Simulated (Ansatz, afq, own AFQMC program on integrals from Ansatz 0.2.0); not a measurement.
## Cl, doublet → Cl⁺, triplet

A free Cl atom.

E(triplet, charge +1) − E(doublet, charge +0) at this geometry, on UHF and UHF determinants.

Basis 6-31G. Noble-gas cores (and the filled d shells of Ga–Kr and In–Xe) are frozen. Ansatz 0.2.0 and our own AFQMC program on the same integrals; the CISD trial comes from CCSD amplitudes, and released means the phaseless constraint is let go. Free AFQMC starts from the CCSD state and is never constrained. Its projection time is finite, and what remains of the start isn't in its error. ± is one standard error of the sampling. The errors of all members are added in quadrature.

Full CI on the same integrals is exact in this basis and with this determinant's frozen core.

Errors are counted within 6-31G, not against nature.

Reference (full CI): 281.0 kcal/mol.

| level | vertical ionization energy (kcal/mol) | error against FCI (kcal/mol) |
| --- | --- | --- |
| HF | 272.0 | -9.0 |
| MP2 | 279.7 | -1.3 |
| CCSD | 280.9 | -0.1 |
| CCSD(T) | 281.0 | 0.0 |
| CCSDT | 281.0 | 0.0 |
| CCSDT(Q) | 281.0 | 0.0 |
| CCSDTQ | 281.0 | 0.0 |
| ph-AFQMC/HF | 281.2 ± 0.2 | 0.2 ± 0.2 |
| free AFQMC | 281.0 ± 0.02 | 0.0 ± 0.02 |

Correlation beyond CCSD(T) changes it by less than 2 meV. The perturbative (T) step is worth +0.1 kcal/mol.

CCSDT and higher add their correlation energy to the determinant of the CCSD(T) run, since their own runs factorise the integrals more tightly (a shift of under 2 meV). Free projections are given only where their last times agree within the noise and don't stop above the reference; a slow remainder of the start can still hide under it. A walk keeps the symmetry of its determinant, which the program's search chose and which needn't be the lowest solution, so a lower state of the same spin and another symmetry isn't excluded.
